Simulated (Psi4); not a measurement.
Process, species as SMILES: S (H2S) → [SH-] + H+
B3LYP-D3(BJ)/def2-TZVP geometries, fixed; electronic energies without zero-point terms.

Effect of the integral screening threshold at PBE/cc-pV(T+d)Z with Psi4, against the last row, where the deprotonation energy is 362.86 kcal/mol.

| setting | largest shift of a total energy (mEh) | shift of the deprotonation energy (kcal/mol) |
|---|---|---|
| ints_tolerance: 1e-6 | 0.000 | 0.000 |
| ints_tolerance: 1e-8 | 0.000 | 0.000 |
| ints_tolerance: 1e-10 | 0.000 | 0.000 |
| ints_tolerance: 1e-14 | 0.000 | 0.000 |

Within 0.02 kcal/mol in the deprotonation energy: ints_tolerance: 1e-6; ints_tolerance: 1e-8; ints_tolerance: 1e-10. The largest shift is 0.000 mEh in a total energy and 0.000 kcal/mol in the difference.
